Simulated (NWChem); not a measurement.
## Correlation energy of fluoromethane (CH₃F)

```xyz
5

C      0.6088    -0.1106     0.0000
F     -0.7327     0.1332     0.0000
H      0.8879    -0.6879     0.8972
H      0.8879    -0.6879    -0.8972
H      1.1658     0.8411     0.0000
```
Charge 0, spin multiplicity 1.

Program: NWChem. Structure: optimised with PBE0/def2-SVP, a minimum by its harmonic frequencies.

Basis set: cc-pVDZ. Each correlation energy counts from its own Hartree-Fock reference.

The correlated methods keep 2 core orbitals frozen. No row is a measurement; the coupled-cluster row has its own basis-set and correlation limits.

```tsv
method	correlation energy (mHa)
CR-CCSD(T)	[?]
CCSD(T)	-362.5
RI-MP2	-334.1
CCSD+T(CCSD)	-363.0
SCS-MP2	[?]
MP2	-334.2
CCSD	-356.1
CR-CCSD[T]	-361.9
```

Fill in the missing entries.


- CR-CCSD(T), correlation energy (mHa): -361.5
- SCS-MP2, correlation energy (mHa): -331.5
